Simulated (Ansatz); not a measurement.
## CCSD(T) against full CI for several species

Each species is computed at the geometry given (Å), with frozen cores, in Ansatz 0.2.0: RHF-CCSD(T) for singlets, UHF-CCSD(T) otherwise, and full CI in the same basis. The program picks the determinant by trial CCSD, so it needn't be the lowest Hartree–Fock solution. States: NaPH2 A'', Al2H Σ⁻ or Δ, BH⁻ Π, H2O⁺ A''. Cases whose determinant has another symmetry than full CI's state, or whose (Q) step broke down, weren't drawn.

**Question.** Judging by size, spin and bonding and the diagnostics given, rank them by the size of CCSD(T)'s error in total energy against full CI in the same basis, smallest first (an estimate).
A. BH⁻, doublet, aug-cc-pVDZ: B 0.000 0.000 0.000; H 0.000 0.000 2.024. T1 0.038, (T) -112 meV in a correlation energy of -3.00 eV
B. NaPH$_{2}$, triplet, 6-31G: P 0.000 0.043 1.486; Na 0.000 -0.014 -2.204; H 0.000 0.351 2.880; H 0.000 -1.356 1.740. T1 0.009, (T) -17 meV in a correlation energy of -1.81 eV
C. Al$_{2}$H, quartet, 6-31G: Al 0.000 0.000 0.259; Al 0.000 0.000 -2.101; H 0.000 0.000 1.842. T1 0.030, (T) -49 meV in a correlation energy of -1.90 eV
D. H₂O⁺, doublet, cc-pVDZ: O 0.000 -0.118 0.077; H 0.000 1.422 -2.114; H 0.000 0.459 0.898. T1 0.096, (T) -45 meV in a correlation energy of -3.67 eV

**Answer.** B (6.0 meV), C (29.4 meV), A (48.3 meV), D (86.2 meV).

| species | basis | correlated electrons | CCSD(T) − full CI (meV) | CCSDT(Q) − full CI (meV) | unpaired electrons (full CI) | T1 | ⟨S²⟩ of the determinant |
| --- | --- | --- | --- | --- | --- | --- | --- |
| NaPH2, triplet | 6-31G | 8 | 6.0 | -0.6 | 2.02 | 0.009 | 2.01 |
| Al2H, quartet | 6-31G | 7 | 29.4 | 2.6 | 3.04 | 0.030 | 3.76 |
| BH⁻, doublet | aug-cc-pVDZ | 5 | 48.3 | 0.7 | 1.15 | 0.038 | 0.77 |
| H2O⁺, doublet | cc-pVDZ | 7 | 86.2 | -3.0 | 1.81 | 0.096 | 1.73 |

Unpaired electrons are Σ n²(2−n)² over natural occupations; an open shell counts its own unpaired electrons too. Frozen cores follow each run's orbitals, which moves totals by a few meV. No single determinant describes H2O⁺, doublet well, by full CI's occupations.
